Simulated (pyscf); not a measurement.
Thermochemistry of product channels of F⁻ + H₃C–F on the singlet surface, in kJ/mol, from ωB97M-D3(BJ)/def2-TZVPD energies (ideal gas, 1 atm, RRHO with modes under 100 cm⁻¹ raised to 100, one conformer, R ln 2 for rigid chiral ones). PySCF, gas phase, ωB97X-D3(BJ)/def2-SVPD geometries.

```
products      ΔE  ΔH(298 K)  ΔG(298 K)  ΔG(600 K)
------------  --  ---------  ---------  ---------
H₂C⁻–F + HF    ?     +171.0     +160.2     +148.2
F–CH⁻–F + H₂   ?     +172.0     +167.0     +160.0
```

**Question.** Complete the blanks.

**Answer.** 
- H₂C⁻–F + HF, ΔE: +185.4
- F–CH⁻–F + H₂, ΔE: +200.8

These are energies of the channels, which say nothing of barriers.
